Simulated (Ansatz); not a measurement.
AlPO4 (P3₂21, No. 154), treated with LDA (plane waves, PAW; Ansatz, a quantum-chemistry and plane-wave program).

Run with plane-wave cutoff 520 eV, 6×6×4 k mesh (along the axes of the cell as run), perturbation theory, scalar-relativistic PAW data made under PBE.

Computed at the level's own relaxed cell.

**Question.** Give the computed high-frequency dielectric constant (mean over three axes) and static dielectric constant (mean over three axes).

**Answer.** 
high-frequency dielectric constant (mean over three axes): 2.48
static dielectric constant (mean over three axes): 4.80

Note: the relaxation could not lower the start's symmetry, so the cell can be a saddle point above a distorted one.

Cost on a shared machine: around 110 core-minutes (rough).
